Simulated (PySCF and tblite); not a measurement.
Results of a calculation; reference values are marked as such.
C₄H₈O, numbered as in [CH3:1][CH2:2][CH2:3][CH:4]=[O:5].

The ensemble was built from 90 distance-geometry starts (ETKDG and KDG, MMFF94s, GFN2-xTB) and rests on PBE0-D3(BJ)/def2-SVP geometries. Energies: PBE0-D3(BJ)/def2-TZVP, with GFN2-xTB thermal terms (modes under about 100 cm⁻¹ blended into free rotors). Symmetry numbers and mirror images are counted. Conformers within 4 kcal/mol (GFN2-xTB free energy) were kept, 7 at most. GIAO shieldings: PBE0/pcSseg-1. Shifts are against TMS (¹H), TMS (¹³C) at the same level. Programs: PySCF with density fitting and tblite.

Torsions listed: C1–C2–C3–C4, C2–C3–C4–O5. Of a mirror pair one member is shown.

```csv
conformer,shape,symmetry,E(GFN2) kcal/mol,E(DFT) kcal/mol
1,"-70°, -3°",C1 (pair),0.45,0.17
2,"-179°, 0°",Cs,0.14,0.00
3,"-177°, -133°",C1 (pair),0.23,0.94
4,"66°, -132°",C1 (pair),0.00,0.84
5,"-68°, -122°",C1 (pair),1.09,2.03
```

Q: How much do the weights at 298.15 K and the averaged shift of C3 depend on how the conformers are weighted?

A: 
```
                                                              weighting  1 (%)  2 (%)  3 (%)  4 (%)  5 (%)  δ (ppm)  rms dipole (D)
DFT energy with thermal terms, symmetry and mirror images (full scheme)     40     34     12     12      2     49.6            2.72
                             DFT energy with symmetry and mirror images     44     29     12     14      2     49.5            2.72
                                                        bare DFT energy     34     45      9     11      1     49.9            2.70
                        GFN2-xTB energy with symmetry and mirror images     17     15     25     37      6     49.2            2.87
                                                   GFN2-xTB free energy     16     18     27     33      6     49.3            2.86
                                                leading conformer alone    100      0      0      0      0     48.8            2.61
                                                          equal weights     20     20     20     20     20     49.2            2.85
                         full scheme, search stopped after three starts      0     73      0     27      0     50.3            2.72
```

The largest departure from the full scheme, 0.9 ppm, comes with: leading conformer alone.

Thermal terms of a conformer that GFN2-xTB lacks, or places elsewhere, come from the nearest GFN2-xTB minimum; such a conformer stays in the set even outside the window.
